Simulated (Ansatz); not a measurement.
Cartesian coordinates in Å:
```
C 1.384 1.254 0.933
C 1.442 0.041 0.405
C 0.912 -0.320 -0.940
S -0.179 -1.760 -0.934
C -1.665 -1.159 -0.264
C -1.987 0.070 0.127
H 1.800 1.466 1.911
H 0.923 2.083 0.405
H 1.905 -0.771 0.961
H 1.729 -0.630 -1.600
H 0.405 0.522 -1.419
H -2.394 -1.962 -0.195
H -1.294 0.899 0.100
H -2.981 0.267 0.508
```

Charge 0, multiplicity 1.

(1) List the r2SCAN/def2-TZVPP orbital energies in eV (Ansatz 0.2.0). (An estimate is asked.)

Answers

(1) Computed: Occupied: -2409.37, -274.19, -273.86, -273.47, -273.09, -272.80, -213.75, -157.86, -157.74, -157.61, -21.85, -20.52, -19.01, -17.12, -14.83, -14.06, -12.62, -11.67, -11.33, -10.84, -10.43, -9.15, -9.10, -8.13, -7.99, -6.76, -5.38. Lowest empty: -0.91, -0.54, 0.43, 1.57, 1.78, 1.94, 2.33, 2.64.
